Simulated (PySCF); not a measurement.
# How methods differ on the electron affinity of B

B⁻ [He] 2s2 2p2 (3P) → B [He] 2s2 2p1 (2P), as a difference of total energies. All numbers are calculated (PySCF 2.14, no relativity, point nucleus, in aug-cc-pVTZ with one added diffuse shell each of s, p, d, f type (6s5p4d3f, 62 functions)). Correlated levels: valence: 1s2 frozen. The calculations carry no spin-orbit coupling.

Order these methods by the electron affinity they give, lowest first.
A. SCS-MP2 (valence)
B. CCSD (valence)
C. MP2 (valence)
D. CCSD(T) (valence)

A (0.063 eV), B (0.174 eV), C (0.212 eV), D (0.239 eV).

Errors of the correlated levels include the incompleteness of this basis and the frozen core.

A negative affinity means that the anion lies above the atom at that level of theory.

The coupled-cluster amplitudes are large for B⁻ (T1 above 0.03 or a double amplitude above 0.15), so a single reference is strained.

For comparison: 0.280 eV (measured; photodetachment measurements, as compiled on the Wikipedia data page of electron affinities).
